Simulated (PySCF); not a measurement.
Zinc-blende GaSb: correlation energy from several methods in one and the same small orbital space (PySCF; 2 atoms at the zone centre, 8 electrons in 17 orbitals, empty ones MP2 natural orbitals of a TZ basis, lattice constant set to 6.0959 Å). It tests the methods against each other and lies far from the crystal's limit.

```tsv
method	E_corr (eV per atom)	share of full CI (%)	error (meV)
MP2	-1.1899	64.8	647
CCSD	-1.7995	98.0	37
CCSD(T)	-1.8185	99.0	18
CCSDT	-1.8286	99.5	8
CCSDT(Q)	-1.8331	99.8	4
CCSDTQ	-1.8366	100.0	0
full CI	-1.8370	100.0	0
```

The Hartree–Fock determinant has a weight of 0.85 in the full CI state.

MP2, (T) and (Q) use filled levels shifted down by the Madelung term, which in so small a cell is a large part of the gap, so these rows hang on it.
